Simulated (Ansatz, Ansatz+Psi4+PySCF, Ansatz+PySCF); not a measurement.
```tsv
atom	x (Å)	y (Å)	z (Å)
O	0.0000	0.0000	-1.0410
S	0.0000	0.0000	0.5330
```

Basis set: cc-pVTZ on O; cc-pV(T+d)Z on S (spherical functions). Frozen core: 6 orbitals. Correlation on ROHF uses semicanonical orbitals with singles. Charge 0, multiplicity 3.

Computed with Ansatz (development build ahead of 0.2.0); each method stands on the lowest determinant of its kind that the runs found.

**Question.** Give the atomization energy at this shape (free ground-state atoms in the same class of orbitals less the molecule, no zero-point energy) of triplet SO by ROHF-CCSD(T), UHF-CCSD, UHF-MP2, ROHF-MP2, ROHF, UHF.

**Answer.**

```tsv
method	atomization energy
ROHF-CCSD(T)	476.3 kJ/mol
UHF-CCSD	441.2 kJ/mol
UHF-MP2	506.0 kJ/mol
ROHF-MP2	491.5 kJ/mol
ROHF	167.6 kJ/mol
UHF	186.4 kJ/mol
```

Caution for UHF-MP2, ROHF-MP2: another reference gives a lower total; forces differ strongly between restricted and unrestricted references.
